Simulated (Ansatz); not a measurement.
C$_{2}$H$_{8}$Si (`C[SiH2]C`). Charge 0, multiplicity 1.

```
atom    x (Å)    y (Å)    z (Å)
  C1   0.6476   0.2942   1.4123
 Si2   0.5173  -0.3933  -0.3239
  C3  -1.1149   0.0611  -1.1198
  H4   1.6024   0.0251   1.8699
  H5  -0.1521  -0.0961   2.0468
  H6   0.5722   1.3845   1.4061
  H7   0.6545  -1.8777  -0.2827
  H8   1.6391   0.1338  -1.1532
  H9  -1.9537  -0.3341  -0.5413
 H10  -1.1835  -0.3436  -2.1322
 H11  -1.2290   1.1462  -1.1821
```

(1) List the harmonic frequencies (cm⁻¹, unscaled) at PBE0-D4/def2-TZVP in Ansatz. (Best estimate.)

(2) Is this a minimum?

(3) Give the ideal-gas thermochemistry at 298.15 K and 1 bar (rigid rotor, harmonic oscillator; point group C2v, symmetry number 2).

(4) And at 400, 500, 600, 800 and 1000 K?

Answers

(1) The calculation gave: 155, 172, 207, 461, 578, 637, 662, 733, 856, 877, 888, 920, 957, 1274, 1279, 1445, 1448, 1454, 1459, 2198, 2201, 3050, 3050, 3132, 3133, 3137, 3137.

(2) Yes, all 27 modes are real.

(3) Zero-point energy 236.3 kJ/mol; H(298) − E = 253.8 kJ/mol; entropy 297.2 J/(mol·K), of which translation 160.0, rotation 94.7, vibration 42.6; G(298) − E = 165.2 kJ/mol.

(4) 
```csv
T (K),H − E (kJ/mol),S (J/mol/K),G − E (kJ/mol)
400,264.2,327.2,133.4
500,276.5,354.4,99.3
600,290.4,379.7,62.6
800,322.2,425.3,-18.0
1000,358.2,465.4,-107.2
```
